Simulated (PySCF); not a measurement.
## Mayer bond orders and bond lengths

Compound: C2H4NOS (charge -1).
Numbering: `[NH2:1][C:2](=[O:3])[CH2:4][S-:5]` (hydrogens: H6, H7 on N1; H8, H9 on C4)

Structure used (PBE0-D3(BJ)/def2-SVP), in Å, numbered top down from 1:
```
atom  x, y, z in Å
N1     1.4278    0.1334    0.0063
C2     0.3310   -0.5188   -0.4125
O3     0.3417   -1.5911   -1.0135
C4    -0.9620    0.2253   -0.0600
S5    -0.7881    1.7870    0.8522
H6     1.1960    1.0225    0.5026
H7     2.3446   -0.2526   -0.1630
H8    -1.5716   -0.5264    0.4806
H9    -1.4805    0.3490   -1.0323
```

Bond orders from the PBE0/pcSseg-1 density (PySCF). Geometry: PBE0-D3(BJ)/def2-SVP, one conformer, isolated ion. The pcSseg-1 basis has no diffuse functions, a weakness for an anion.

How far do the computed orders between heavy atoms stray from the drawn ones?

The largest departure is 0.278, at N1–C2 (drawn single, 1.278). Drawn single, order above 1.12: N1–C2 (1.278). The SMILES, with its formal charges, is one Lewis structure only.

Give the Mayer order of every bond between heavy atoms, beside its length.

| bond | drawn as | length (Å) | Mayer order |
| --- | --- | --- | --- |
| N1–C2 | single | 1.343 | 1.278 |
| C2–O3 | double | 1.229 | 1.862 |
| C2–C4 | single | 1.533 | 0.902 |
| C4–S5 | single | 1.817 | 1.091 |

And the bonds to hydrogen?

H–N: 0.82 to 0.94 (2 bonds); C–H: 0.93 (2 bonds).

Sum the orders of all bonds at each heavy atom with more than one neighbour and set the sums beside the valence in the SMILES.

N1 3.037 (drawn 3), C2 4.042 (drawn 4), C4 3.856 (drawn 4). Orders between atoms that aren't bonded are not in these sums.

The Mayer order sums products of elements of PS (density times overlap matrix) between the two atoms' basis functions, so it depends on the basis set.

These values come from a run that also computed NMR shieldings. Hardware: one thread of an Arm Neoverse V2, no GPU (shared host). Cost: 7.2 s of wall time.
